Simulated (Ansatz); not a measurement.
**Structure relaxation of SrH₄Pb**

Computed with DFT r2SCAN, scalar-relativistic, plane waves, PAW in Ansatz 0.2.0. Cutoff 500 eV, Γ-centred k mesh, Gaussian smearing, no spin polarisation in the final step.

The start puts SrH₄Pb on the sites of a reported HoCdCu4 cell (F-43m, No. 216), with Sr in place of Ho, Pb in place of Cd, H in place of Cu, at a guessed volume.

```xyz
6
Lattice="0.0000 3.4468 3.4468 3.4468 0.0000 3.4468 3.4468 3.4468 0.0000" Properties=species:S:1:pos:R:3 pbc="T T T"
Sr    1.7234    1.7234    1.7234
H     2.5798    4.3138    2.5798
H     2.5798    2.5798    4.3138
H     4.3138    4.3138    4.3138
H     4.3138    2.5798    2.5798
Pb    0.0000    0.0000    0.0000
```

Cell and atoms relax at zero pressure; the relaxation can't lower the symmetry of the start.

The zero of energy is the elements' standard structures at the same level (H₂ as a molecule); no fitted shifts are applied.

(1) Which crystal results?

(2) What are its volume, energy, density and gap?

## Answers

(1) It keeps F-43m (No. 216). Conventional cell: a = 6.906 Å. Around Sr lie 12 H at 2.86 Å and 4 Pb at 2.99 Å; H is coordinated by 6 H at 2.39–2.49 Å, 3 Sr at 2.86 Å and 3 Pb at 2.87 Å; Pb is coordinated by 12 H at 2.87 Å and 4 Sr at 2.99 Å.

Space group F-43m (No. 216). a = 6.906 Å, b = 6.906 Å, c = 6.906 Å, α = 90.00°, β = 90.00°, γ = 90.00°
| atom | site | symmetry | x | y | z |
| --- | --- | --- | --- | --- | --- |
| Sr | 4c | -43m | 0.2500 | 0.2500 | 0.2500 |
| H | 16e | .3m | 0.8777 | 0.3777 | 0.1223 |
| Pb | 4a | -43m | 0.0000 | 0.0000 | 0.0000 |

(2) The volume per atom is 13.72 Å³. The density is 6.03 g/cm³. The energy over the elements is 0.65 eV/atom and the gap on the 10×10×10 mesh is 0.05 eV.

The final run used a 10×10×10 mesh on its 6-atom cell and 0.10 eV smearing. The k mesh leaves about 4 meV/atom of noise in metals. Spin–orbit coupling is left out. A structure relaxed within its symmetry needn't be a true minimum.

Cost: 3 runs of about 2 core-minutes in all, on Intel Xeon Platinum 8259CL (Skylake/Cascade Lake) (shared hosts).